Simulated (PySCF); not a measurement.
A geometry optimisation on `NN` (N2H4).

Method: PBE0-D3(BJ)/def2-SVP geometry optimisation, gas phase (PySCF 2.14.0). Start geometry: GFN2-xTB. The command runs a driver script over a list of jobs; the input below is this job's line of settings and its coordinates in Å.

Command:
```bash
OMP_NUM_THREADS=1 python probes_run.py task.json out
```

Input:
```
{"job": {"xc": "PBE0", "basis": "def2-SVP", "d3": "d3bj", "grid": 1, "shake": 0.01, "kind": "geom"}, "charge": 0, "multiplicity": 1}
N     -0.668740    -0.183390     0.253460
N      0.693570     0.159340     0.217190
H     -1.222120     0.699180     0.415830
H     -0.992720    -0.557260    -0.631490
H      1.216640    -0.698160     0.381820
H      0.997530     0.550270    -0.681470
```

Output:
```
step   0  E = -111.64966906  max force = 0.028461
step   1  E = -111.65027177  max force = 0.007595
step   2  E = -111.65104053  max force = 0.004984
step   3  E = -111.65120851  max force = 0.002634
step   4  E = -111.65124505  max force = 0.000935
step   5  E = -111.65124856  max force = 0.000323
optimisation converged
```

Energies in Eh; «max force» is the largest Cartesian gradient component in Eh/bohr.

Problem. Give the first gradient maximum in eV/Å.

Solution. With 1 Eh/bohr = 51.422 eV/Å, 1.464 eV/Å.

Problem. How much energy does the optimisation release, in eV?

Solution. E(step 0) − E(last step) = 0.001580 Eh, which is 0.043 eV.

Summary of the converged run: final energy -111.65125 Eh after 5 steps; dipole 2.03 D.

Problem. Where do the atoms end?

Solution. 0.060 Å rms from the input after alignment:
```
atom  x, y, z in Å
N1    -0.5697   -0.4041    0.2217
N2     0.6686    0.2535    0.1720
H3    -1.2055    0.1326    0.8069
H4    -1.0122   -0.5060   -0.6933
H5     1.4035   -0.4363    0.0375
H6     0.7398    0.9298   -0.5896
```

Time: 3.1 s of wall time; peak memory 0.27 GiB. Hardware: an Arm Neoverse V1 with one thread (shared host).
Labels such as C1 count atoms from 1, the log's own numbers from 0.
